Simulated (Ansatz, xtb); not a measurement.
## Relative energy of two isomers of C4H4OS

Structure a is `Sc1ccco1`, a singlet and structure b is `Oc1ccsc1`, a singlet. Both are isolated molecules in the gas phase, relaxed with r2SCAN-D4/def2-SVP; the shapes shown needn't be the lowest conformers.

a (Å):

```
atom    x (Å)    y (Å)    z (Å)
   C  -1.7568  -0.3737   0.9710
   C  -1.7084  -1.0210  -0.2397
   C  -0.8169  -0.2466  -1.0527
   C  -0.3973   0.7995  -0.2832
   O  -0.9689   0.7269   0.9557
   S  -2.5905  -0.6493   2.4906
   H  -3.2044  -1.7703   2.0581
   H  -2.2390  -1.9305  -0.5145
   H  -0.5280  -0.4489  -2.0830
   H   0.2690   1.6429  -0.4438
```

b (Å):

```csv
atom,x (Å),y (Å),z (Å)
C,-1.0022,-0.3811,0.8085
C,-1.9998,-1.0048,-0.0050
C,-2.2690,-0.2825,-1.1439
C,-0.5366,0.8007,0.2685
O,-0.5391,-0.8671,1.9866
S,-1.3174,1.1467,-1.2294
H,-0.9943,-1.6964,2.1781
H,-2.4938,-1.9474,0.2465
H,-2.9786,-0.5184,-1.9368
H,0.2183,1.4654,0.6850
```

**Question.** Estimate which is lower in electronic energy at CCSD(T)/def2-SVP + ΔMP2/def2-TZVPP, and by roughly how much.

**Answer.** The CCSD(T)/def2-SVP + ΔMP2/def2-TZVPP calculation puts structure b lower, by 11.8 kcal/mol.

Level by level:

```tsv
level	geometry	E(b) − E(a) (kcal/mol)	departure from the last row (kcal/mol)	job, with rough time for the two
GFN2-xTB	GFN2-xTB	+2.1	+14.0	optimisation, 0.21 s
HF/STO-3G	GFN2-xTB	+3.4	+15.2	single point, 0.52 s
r2SCAN-D4/def2-SVP//GFN2-xTB	GFN2-xTB	−9.0	+2.8	single point, 3.4 s
r2SCAN-D4/def2-SVP	r2SCAN-D4/def2-SVP	−8.7	+3.1	optimisation, 33 s
HF/def2-SVP	r2SCAN-D4/def2-SVP	−6.0	+5.8	part of the CCSD(T) run
MP2/def2-SVP	r2SCAN-D4/def2-SVP	−8.8	+3.0	part of the CCSD(T) run
CCSD(T)/def2-SVP	r2SCAN-D4/def2-SVP	−6.9	+4.9	single point
CCSD(T)/def2-SVP + ΔMP2/def2-TZVPP	r2SCAN-D4/def2-SVP	−11.8		single point, 39 s
```

As drawn, b has 1 C–O, 2 C∷S, 1 O–H in place of 1 C–S, 2 C∷O, 1 S–H (∷ is an aromatic bond).

GFN2-xTB, HF/STO-3G put the two in the other order. The largest departure from CCSD(T)/def2-SVP + ΔMP2/def2-TZVPP is that of HF/STO-3G, 15.2 kcal/mol. The last row adds to CCSD(T) the change of the MP2 difference between the two basis sets, here −4.9 kcal/mol, a large step that makes the value less sure.

With harmonic frequencies from r2SCAN-D4/def2-SVP (ideal gas, rigid rotor, one conformer each, 298.15 K, 1 atm): the zero-point term adds +1.3 kcal/mol; ΔH is −10.8 and ΔG −9.8 kcal/mol.

The correlated steps freeze 10 core orbitals. Run with Ansatz 0.2.0, xtb 6.7.1; the last row on 2 threads of Intel(R) Xeon(R) Processor on a shared host.
